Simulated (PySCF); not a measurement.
Gas-phase reaction: 6 H₂SiNH + 3 SiH₂(NH₂)₂ → 3 Si(NH₂)₄ + 2 c-Si₃H₆

Computed with PySCF and rigid-rotor harmonic-oscillator thermochemistry at 1 bar. † marks an energy on the PBE0/def2-TZVP geometry and frequencies; other levels use their own. 6-31G* has spherical d functions here. All species are closed-shell singlets. H₂SiNH, SiH₂(NH₂)₂, Si(NH₂)₄, c-Si₃H₆: computed as isolated molecules; such fragments, hydroxides, amides, oligomers or adducts are transient or little studied in the gas.

PBE0/def2-SVP† gives ΔH°(298 K) = -1258 kJ.

### Question
What do ωB97X-V/def2-TZVP†, HF/def2-TZVP†, HF/6-31G* give?

### Answer
ωB97X-V/def2-TZVP†: -1205 kJ; HF/def2-TZVP†: -1124 kJ; HF/6-31G*: -1171 kJ. For scale, ΔH°(298 K) is -1258 kJ at this level, -1145 kJ at ωB97M-V/def2-TZVP†, and runs from -1320 to 279 kJ over the 18 levels computed.
